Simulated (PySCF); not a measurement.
This PySCF input (PBE/cc-pV(T+d)Z) gives -330.39822 Eh with 139 basis functions.

```python
import numpy as np, basis_set_exchange as bse
from pyscf import gto, scf, dft, df

basis = {'C': gto.basis.parse(bse.get_basis('cc-pV(T+d)Z', elements=['C'], fmt='nwchem')), 'H': gto.basis.parse(bse.get_basis('cc-pV(T+d)Z', elements=['H'], fmt='nwchem')), 'Si': gto.basis.parse(bse.get_basis('cc-pV(T+d)Z', elements=['Si'], fmt='nwchem'))}
mol = gto.M(
    atom='''
    C    -0.01423719   -0.06952151   -1.23419539
    Si    0.00834037    0.17010305    0.73186645
    H    -0.01728263   -1.11287275   -1.56859470
    H    -0.89893486    0.41944684   -1.65979309
    H     0.85959133    0.42084071   -1.68015728
    H    -1.11421076   -0.84675739    1.04684283
    H     1.13949487   -0.84497103    1.02074434
    ''',
    basis=basis,
    charge=-1,
    verbose=4,
    max_memory=8640,
)
mf = dft.RKS(mol, xc='pbe')
mf.grids.level = 3
mf = mf.density_fit(auxbasis=df.autoaux(mol))
mf.conv_tol = 1e-9
mf.max_cycle = 100
print('smallest overlap eigenvalue', np.linalg.eigvalsh(mol.intor('int1e_ovlp'))[0])
mf.kernel()
dip = mf.dip_moment()
```

Change:
```diff
- basis = {'C': gto.basis.parse(bse.get_basis('cc-pV(T+d)Z', elements=['C'], fmt='nwchem')), 'H': gto.basis.parse(bse.get_basis('cc-pV(T+d)Z', elements=['H'], fmt='nwchem')), 'Si': gto.basis.parse(bse.get_basis('cc-pV(T+d)Z', elements=['Si'], fmt='nwchem'))}
+ basis = {'C': gto.basis.parse(bse.get_basis('6-311+G**', elements=['C'], fmt='nwchem')), 'H': gto.basis.parse(bse.get_basis('6-311+G**', elements=['H'], fmt='nwchem')), 'Si': gto.basis.parse(bse.get_basis('6-311+G**', elements=['Si'], fmt='nwchem'))}
```

**Question.** What does the run give now?

**Answer.** -330.39558 Eh (PBE/6-311+G**, 82 functions), a change of +2.64 mEh.
